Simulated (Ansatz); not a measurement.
Geometry optimisation, Ansatz, RKS PBE0-D4/def2-SVP.

input.yaml

```yaml
crystal:
  periodic: [false, false, false]
  atoms:
    - { symbol: Al, position_ang: [0.0, 0.0, 0.0] }
    - { symbol: H, position_ang: [1.0658, 0.0, 1.4006] }
    - { symbol: O, position_ang: [1.9504, 0.0, 0.3409] }
    - { symbol: Si, position_ang: [2.7963, -1.376, -0.1211] }
    - { symbol: H, position_ang: [1.8688, -2.3514, -0.6867] }
    - { symbol: H, position_ang: [3.7971, -1.0195, -1.1226] }
    - { symbol: H, position_ang: [3.4593, -1.9546, 1.0439] }
    - { symbol: H, position_ang: [-1.351, 0.0, -0.78] }
basis:
  gaussian: { orbitals: def2-SVP }
hamiltonian:
  xc: pbe0
  dispersion: d4
relax:
  f_tol: 0.15
  max_steps: 25
  restrain:
    - { distance: [1, 2], at: 2.21, k: 30.0 }
    - { distance: [0, 1], at: 1.56, k: 30.0 }
    - { distance: [0, 2], at: 1.78, k: 30.0 }
```

Run as:

```bash
$ ansatz run input.yaml --threads 1 --pin off --max-ram 2048MiB --backend cpu --events-out ev --progress --plain --runs-dir out
```

Problem. Where does it end, and by what steps?

Solution. The forces met the threshold. The restraints hold the end off the free minimum; the threshold counts their pulls, which the force column leaves out. Restrained pairs: H2–O3 (1.38 → 2.27 Å), Al1–H2 (1.76 → 1.54 Å), Al1–O3 (1.98 → 1.73 Å). After 10 steps the energy has fallen by 3.576 eV (the restraints' own energy left out); H2 moved furthest, 0.97 Å.

```
step  energy less start (eV)  largest force component (eV/Å)  accepted
   0                  0.0000                           2.922       yes
   1                 -1.1207                           2.447       yes
   2                 -2.1705                           1.988       yes
   3                 -3.2060                           1.346       yes
   4                 -3.3816                           1.377       yes
   5                 -3.5024                           1.666       yes
   6                 -3.5379                           1.542       yes
   7                 -3.5674                           1.466       yes
   8                 -3.5812                           1.588        no
   9                 -3.5519                           1.355       yes
  10                 -3.5755                           1.325       yes
```

```xyz
8
Properties=species:S:1:pos:R:3
Al 0.041 0.167 0.301
H 0.271 0.370 1.815
O 1.559 -0.667 0.261
Si 2.859 -1.548 -0.241
H 2.427 -2.860 -0.824
H 3.643 -0.815 -1.289
H 3.763 -1.821 0.919
H -0.975 0.472 -0.868
```

Time of the run: 28 s on 1 thread of Arm Neoverse V1 (shared host), peak memory 0.12 GiB.
